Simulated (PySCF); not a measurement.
chloroform (CHCl3), SMILES C(Cl)(Cl)Cl. Atoms are numbered in the order given.

```xyz
5

Cl    -1.4680    -0.8475    -0.0842
C      0.0000     0.0000     0.4576
Cl     1.4680    -0.8475    -0.0842
Cl     0.0000     1.6951    -0.0842
H      0.0000     0.0000     1.5507
```
Charge 0, spin multiplicity 1.

Coordinates come from a TPSSh-D3(BJ)/def2-SVP optimisation.

These are PBE0/pcJ-1 run with PySCF values and carry that method's errors.

Isotropic couplings with Fermi-contact, spin-dipole and both spin-orbit terms, one fixed conformer, no vibrational averaging. Isotopes: 13C, 1H.

Estimate the spin–spin coupling constants. (Estimate from the structure and the level; the computed values follow.)


```
pair   bonds apart  J (Hz)
-----  -----------  ------
C2–H5            1   214.1
```
